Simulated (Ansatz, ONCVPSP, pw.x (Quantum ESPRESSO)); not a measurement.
## pw.x on bcc Ta: one setting changed

Potential: optimised norm-conserving Vanderbilt (ONCV), ONCVPSP 4.0.1.1 (patched build), PBE; core [Kr] 4d10 4f14, reference 5s2 5p6 5d3 6s1.75 6p0.25; waves: 5s+6s: rc 1.75 bohr, ncon 4, nbas 7, qcut 5.5 1/bohr, 2 projectors; 5p+6p: rc 1.90 bohr, ncon 4, nbas 7, qcut 8.8 1/bohr, 2 projectors; 5d: rc 1.85 bohr, ncon 4, nbas 8, qcut 5.7 1/bohr, 2 projectors, debl 0.6 Ha; local part: polynomial inside 1.20 bohr (lpopt 5, dvloc0 6 Ha); core correction: Teter function fitted to the true core (icmod 2), fcfact 0.65.

The reference run (k-mesh 14³, cutoffs 80/320 Ry, Fermi–Dirac 0.01 Ry, mixing_beta 0.4, conv_thr 1e-9, no spin) gives -0.66 GPa at 18.192 Å³/atom, where all-electron LAPW gives 1.22 GPa. This run, with its own iteration cap, changes degauss to 0.005.

```
&control
  calculation='scf', prefix='x', pseudo_dir='./', outdir='./tmp', tstress=.true., disk_io='none'
/
&system
  ibrav=0, nat=1, ntyp=1, ecutwfc=80, ecutrho=320, nbnd=14,
  occupations='smearing', smearing='fd', degauss=0.005
/
&electrons
  conv_thr=1e-09, mixing_beta=0.4, electron_maxstep=60
/
ATOMIC_SPECIES
Ta 1.0 Ta.UPF
CELL_PARAMETERS angstrom
  -1.65681297 1.65681297 1.65681297
  1.65681297 -1.65681297 1.65681297
  1.65681297 1.65681297 -1.65681297
ATOMIC_POSITIONS crystal
Ta 0.0000 0.0000 0.0000
K_POINTS automatic
14 14 14 0 0 0
```

```bash
pw.x < Ta.scf.in > Ta.scf.out
```

Problem. How does the run end?

Solution. It converges in 7 iterations; the free energy moves by +27.6 meV/atom and the pressure by -0.28 GPa. In a metal, with Fermi–Dirac smearing, F lies below its zero-width value by a term in the square of the width.

```
Message from routine setup:
     using ibrav=0 with symmetry is DISCOURAGED, use correct ibrav instead
     lattice parameter (alat)  =       5.4229  a.u.
     unit-cell volume          =     122.7657 (a.u.)^3
     number of electrons       =        13.00
     number of Kohn-Sham states=           14
     kinetic-energy cutoff     =      80.0000  Ry
     charge density cutoff     =     320.0000  Ry
     scf convergence threshold =      1.0E-09
     Exchange-correlation= PBE
     number of k points=   104  Fermi-Dirac smearing, width (Ry)=  0.0050
     iteration #  1     ecut=    80.00 Ry     beta= 0.40
     total energy              =    -140.25927908 Ry
     estimated scf accuracy    <       0.03224596 Ry
     iteration #  2     ecut=    80.00 Ry     beta= 0.40
     total energy              =    -140.25944816 Ry
     estimated scf accuracy    <       0.00502997 Ry
     iteration #  3     ecut=    80.00 Ry     beta= 0.40
     total energy              =    -140.26017119 Ry
     estimated scf accuracy    <       0.00023592 Ry
     iteration #  4     ecut=    80.00 Ry     beta= 0.40
     total energy              =    -140.26018299 Ry
     estimated scf accuracy    <       0.00000419 Ry
     iteration #  5     ecut=    80.00 Ry     beta= 0.40
     total energy              =    -140.26018340 Ry
     estimated scf accuracy    <       0.00000044 Ry
     iteration #  6     ecut=    80.00 Ry     beta= 0.40
     total energy              =    -140.26018347 Ry
     estimated scf accuracy    <          8.8E-09 Ry
     iteration #  7     ecut=    80.00 Ry     beta= 0.40
     the Fermi energy is    18.1745 ev
!    total energy              =    -140.26018348 Ry
     estimated scf accuracy    <          1.5E-10 Ry
     smearing contrib. (-TS)   =      -0.00123408 Ry
     The total energy is F=E-TS. E is the sum of the following terms:
     one-electron contribution =     -17.07282968 Ry
     hartree contribution      =      14.97800336 Ry
     xc contribution           =     -39.94540267 Ry
     ewald contribution        =     -98.21872040 Ry
     convergence has been achieved in   7 iterations
          total   stress  (Ry/bohr**3)                   (kbar)     P=       -9.35
     Message from routine punch:
     Nothing written, as per user request (disk_io='none')
```

The run took about 12 s on one core of a shared host (Intel(R) Xeon(R) 6975P-C, 192 threads, 1512 GiB, load 64).
